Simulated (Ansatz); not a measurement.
`O=C=NP` + `CNC` → `CN(C)P` + `N=C=O` at 500 K and 1 bar (ligand exchange at a P–N bond).

Gas-phase electronic energies from Ansatz, PBE0-D4/def2-TZVP geometries. CBS: MP2 limit from def2 TZ/QZ plus the TZ coupled-cluster correction, frozen cores. This one scheme is used for every species. One conformer a species, not always the lowest.

```json
{"species": "`O=C=NP`", "CCSD(T)/CBS energy (Eh)": "-510.05485", "H − E (kJ/mol)": "112.9", "S (J/(mol·K))": "338.9"}
{"species": "`CNC`", "CCSD(T)/CBS energy (Eh)": "-135.00321", "H − E (kJ/mol)": "273.8", "S (J/(mol·K))": "313.8"}
{"species": "`CN(C)P`", "CCSD(T)/CBS energy (Eh)": "-476.53702", "H − E (kJ/mol)": "304.9", "S (J/(mol·K))": "374.4"}
{"species": "`N=C=O`", "CCSD(T)/CBS energy (Eh)": "-168.51995", "H − E (kJ/mol)": "77.7", "S (J/(mol·K))": "264.2"}
```

H − E and S are ideal-gas, rigid-rotor, harmonic terms from PBE0-D4/def2-TZVP, for one conformer and one mirror image of each species. 1 Eh = 2625.50 kJ/mol, R = 8.31446 J/(mol·K).

Q: By hand: ΔE, ΔH, ΔS and ΔG.

A: ΔE = (-476.53702) + (-168.51995) − (-510.05485) − (-135.00321) = 0.00109 Eh = 2.9 kJ/mol. Δ(H − E) = 304.9 + 77.7 − 112.9 − 273.8 = -4.1, so ΔH = -1.2 kJ/mol. ΔS = 374.4 + 264.2 − 338.9 − 313.8 = -14.1 J/(mol·K). ΔG = -1.2 − 500 × (-14.1)/1000 = 5.8 kJ/mol.

Q: By hand: the equilibrium constant, and the temperature at which ΔG would vanish if ΔH and ΔS stayed fixed.

A: log₁₀ K = −ΔG/(RT ln 10) = -0.6. ΔG = 0 at ΔH/ΔS = 85 K, though so small a ΔH makes that figure unsure.

TΔS isn't small against ΔH here. The sign of ΔG lies within the doubt. A doubt of 5 kJ/mol in ΔE shifts log₁₀ K by 0.5 here. Other conformers and mirror images would add mixing entropy, several J/(mol·K) or more a flexible species. These are equilibria of isolated gas molecules and say nothing of rates. Largest T1 diagnostic: 0.018 (customary marks: 0.02 for closed shells, 0.045 for open ones).
